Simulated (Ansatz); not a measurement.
AlMe2H (C2H7Al). Total charge 0; singlet. Geometry r2SCAN-D4/def2-TZVP, basis def2-TZVP, Ansatz.

```
run  HOMO (eV)  LUMO (eV)
  A      -6.86      -1.49
  B      -7.78      -0.86
  C      -6.37      -1.54
  D      -7.24      -1.01
  E      -6.77      -1.26
  F      -6.50      -1.63
```

**Question.** The runs used B97M-V, BLYP, PBE, PBE0, r2SCAN, r2SCANh. Estimate which is which.

**Answer.** A B97M-V (0 % exact exchange); B PBE0 (25 % exact exchange); C BLYP (0 % exact exchange); D r2SCANh (10 % exact exchange); E r2SCAN (0 % exact exchange); F PBE (0 % exact exchange). Exact exchange lowers occupied and raises empty levels; among semilocal functionals meta-GGAs tend to open the gap a little, and such runs are hard to tell apart. The gap grows from 4.83 eV (BLYP) to 6.92 eV (PBE0).
